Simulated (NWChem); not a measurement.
System: Be cation, doublet

NWChem input:

```
start job
memory heap 200 mb stack 900 mb global 1100 mb
charge 1
geometry units angstroms noautoz
  Be     0.000000     0.000000     0.000000
end
basis spherical
  * library def2-tzvpp
end
dft
  odft
  mult 2
  xc xcamb88 1.00 lyp 0.81 vwn_5 0.19 hfexch 1.00
  cam 0.33 cam_alpha 0.19 cam_beta 0.46
  iterations 150
  mulliken
end
task dft gradient
```

Parts of the log:

```
             Northwest Computational Chemistry Package (NWChem) 7.3.0
             --------------------------------------------------------

                             Geometry "geometry" -> ""
                             -------------------------

 Output coordinates in angstroms (scale by  1.889725989 to convert to a.u.)

  No.       Tag          Charge          X              Y              Z
 ---- ---------------- ---------- -------------- -------------- --------------
    1 Be                   4.0000     0.00000000     0.00000000     0.00000000

 Effective nuclear repulsion energy (a.u.)       0.0000000000

                                 NWChem DFT Module
                                 -----------------

 Summary of "ao basis" -> "ao basis" (spherical)
 ------------------------------------------------------------------------------
       Tag                 Description            Shells   Functions and Types
 ---------------- ------------------------------  ------  ---------------------
 Be                        def2-tzvpp                9       19   5s3p1d

            General Information
            -------------------
          SCF calculation type: DFT
          Wavefunction type:  spin polarized.
          No. of atoms     :     1
          No. of electrons :     3
           Alpha electrons :     2
            Beta electrons :     1
          Charge           :     1
          Spin multiplicity:     2
          Use of symmetry is: off; symmetry adaption is: off
          Maximum number of iterations: 150
          AO basis - number of functions:    19
                     number of shells:     9
          Convergence on energy requested:  1.00D-06
          Convergence on density requested:  1.00D-05
          Convergence on gradient requested:  5.00D-04

              XC Information
              --------------
                     Hartree-Fock (Exact) Exchange  1.000
                   CAM-Becke88 Exchange Functional  1.000
                      VWN V Correlation Functional  0.190 local
              Lee-Yang-Parr Correlation Functional  0.810

           Range-Separation Parameters
           ---------------------------
           Alpha           :  0.19
           Beta            :  0.46
           Gamma           :  0.33
           Short-Range HF  :     F

             Grid Information
             ----------------
          Grid used for XC integration:  medium
          Radial quadrature: Mura-Knowles
          Angular quadrature: Lebedev.
          Tag              B.-S. Rad. Rad. Pts. Rad. Cut. Ang. Pts.
          ---              ---------- --------- --------- ---------
          Be                  1.05       49           8.0       434
          Grid pruning is: on
          Number of quadrature shells:    49
          Spatial weights used:  Erf1

      Superposition of Atomic Density Guess
      -------------------------------------

 Sum of atomic energies:         -14.57257987

 Renormalizing density from       4.00 to      3

      Non-variational initial energy
      ------------------------------

 Total energy =     -11.771134
 1-e energy   =     -14.296230
 2-e energy   =       2.525096
 HOMO         =      -0.651209
 LUMO         =      -0.295463

     ---------------------------------------------
      Total Density - Mulliken Population Analysis
     ---------------------------------------------

    Atom       Charge   Shell Charges
 -----------   ------   -------------------------------------------------------
    1 Be   4     3.00   1.07  0.92  0.71  0.24  0.06  0.00  0.00  0.00  0.00

     --------------------------------------------
      Spin Density - Mulliken Population Analysis
     --------------------------------------------

    Atom       Charge   Shell Charges
 -----------   ------   -------------------------------------------------------
    1 Be   4     1.00   0.02 -0.03  0.72  0.24  0.06  0.00  0.00  0.00  0.00

   convergence    iter        energy       DeltaE   RMS-Dens  Diis-err
 ---------------- ----- ----------------- --------- --------- ---------
 d= 0,ls=0.0,diis     1    -14.3056803819 -1.43D+01  7.68D-03  6.09D-02
                                                     3.46D-03  8.11D-02
 d= 0,ls=0.0,diis     2    -14.3142459145 -8.57D-03  6.32D-04  9.58D-04
                                                     1.59D-04  5.86D-04
 d= 0,ls=0.0,diis     3    -14.3143246771 -7.88D-05  1.60D-04  1.14D-06
                                                     1.48D-05  5.92D-07
 d= 0,ls=0.0,diis     4    -14.3143253073 -6.30D-07  2.01D-05  1.05D-08
                                                     5.88D-07  5.29D-09
 d= 0,ls=0.0,diis     5    -14.3143253197 -1.24D-08  1.96D-06  9.56D-11
                                                     3.83D-08  1.50D-12

         Total DFT energy =      -14.314325319669
      One electron energy =      -17.616750736354
           Coulomb energy =        5.844132962310
    Exchange-Corr. energy =       -2.541707545624
 Nuclear repulsion energy =        0.000000000000

 Numeric. integr. density =        2.999999999942

                    DFT Final Alpha Molecular Orbital Analysis
                    ------------------------------------------

 Vector    1  Occ=1.000000D+00  E=-4.581937D+00
              MO Center= -1.4D-18, -1.4D-17, -4.6D-18, r^2= 6.6D-02
   Bfn.  Coefficient  Atom+Function         Bfn.  Coefficient  Atom+Function
  ----- ------------  ---------------      ----- ------------  ---------------
     1      0.546135  1 Be s                  2      0.533186  1 Be s
     3      0.028399  1 Be s

 Vector    2  Occ=1.000000D+00  E=-6.143481D-01
              MO Center= -2.6D-15, -1.3D-15, -2.0D-15, r^2= 1.7D+00
   Bfn.  Coefficient  Atom+Function         Bfn.  Coefficient  Atom+Function
  ----- ------------  ---------------      ----- ------------  ---------------
     3      0.758458  1 Be s                  4      0.337822  1 Be s
     2     -0.245268  1 Be s                  1     -0.141059  1 Be s

 Vector    3  Occ=0.000000D+00  E=-2.956906D-01
              MO Center=  1.1D-15, -1.8D-15,  5.5D-16, r^2= 2.2D+00
   Bfn.  Coefficient  Atom+Function         Bfn.  Coefficient  Atom+Function
  ----- ------------  ---------------      ----- ------------  ---------------
     6      0.583182  1 Be px                 7     -0.443665  1 Be py
    12     -0.250020  1 Be px                 8      0.205877  1 Be pz
    13      0.190207  1 Be py                14     -0.088263  1 Be pz
     9     -0.031446  1 Be px

 Vector    4  Occ=0.000000D+00  E=-2.956906D-01
              MO Center=  1.2D-16,  2.3D-16,  1.1D-15, r^2= 2.2D+00
   Bfn.  Coefficient  Atom+Function         Bfn.  Coefficient  Atom+Function
  ----- ------------  ---------------      ----- ------------  ---------------
     8      0.669648  1 Be pz                 7      0.359862  1 Be py
    14     -0.287090  1 Be pz                13     -0.154279  1 Be py
     6      0.037369  1 Be px                11     -0.036109  1 Be pz

 Vector    5  Occ=0.000000D+00  E=-2.956906D-01
              MO Center=  1.5D-15, -2.5D-16, -7.9D-16, r^2= 2.2D+00
   Bfn.  Coefficient  Atom+Function         Bfn.  Coefficient  Atom+Function
  ----- ------------  ---------------      ----- ------------  ---------------
     7      0.502977  1 Be py                 6      0.487676  1 Be px
     8     -0.297509  1 Be pz                13     -0.215635  1 Be py
    12     -0.209075  1 Be px                14      0.127547  1 Be pz
    10     -0.027121  1 Be py                 9     -0.026296  1 Be px

                     DFT Final Beta Molecular Orbital Analysis
                     -----------------------------------------

 Vector    1  Occ=1.000000D+00  E=-4.561190D+00
              MO Center=  1.4D-17, -9.1D-18, -3.5D-18, r^2= 6.7D-02
   Bfn.  Coefficient  Atom+Function         Bfn.  Coefficient  Atom+Function
  ----- ------------  ---------------      ----- ------------  ---------------
     1      0.543517  1 Be s                  2      0.535355  1 Be s
     3      0.030135  1 Be s

 Vector    2  Occ=0.000000D+00  E=-3.909161D-01
              MO Center= -1.8D-15,  3.8D-16,  4.4D-16, r^2= 2.0D+00
   Bfn.  Coefficient  Atom+Function         Bfn.  Coefficient  Atom+Function
  ----- ------------  ---------------      ----- ------------  ---------------
     3      0.590756  1 Be s                  4      0.452448  1 Be s
     2     -0.221028  1 Be s                  1     -0.131231  1 Be s
     5      0.069414  1 Be s

 Vector    3  Occ=0.000000D+00  E=-2.533030D-01
              MO Center= -4.0D-16, -1.0D-15,  3.6D-16, r^2= 2.5D+00
   Bfn.  Coefficient  Atom+Function         Bfn.  Coefficient  Atom+Function
  ----- ------------  ---------------      ----- ------------  ---------------
     7      0.572058  1 Be py                 8     -0.384209  1 Be pz
    13     -0.336997  1 Be py                14      0.226336  1 Be pz
     6      0.068808  1 Be px                12     -0.040535  1 Be px
    10     -0.033854  1 Be py

 Vector    4  Occ=0.000000D+00  E=-2.533030D-01
              MO Center=  2.9D-16, -9.7D-16, -4.2D-16, r^2= 2.5D+00
   Bfn.  Coefficient  Atom+Function         Bfn.  Coefficient  Atom+Function
  ----- ------------  ---------------      ----- ------------  ---------------
     8      0.463037  1 Be pz                 6     -0.372323  1 Be px
     7      0.355771  1 Be py                14     -0.272773  1 Be pz
    12      0.219334  1 Be px                13     -0.209583  1 Be py
    11     -0.027402  1 Be pz

     ---------------------------------------------
      Total Density - Mulliken Population Analysis
     ---------------------------------------------

[...]

                         DFT ENERGY GRADIENTS

    atom               coordinates                        gradient
                 x          y          z           x          y          z
   1 Be      0.000000   0.000000   0.000000    0.000000   0.000000   0.000000
```

Level: CAM-B3LYP/def2-TZVPP, spin-unrestricted. No stability test was run on the SCF state.
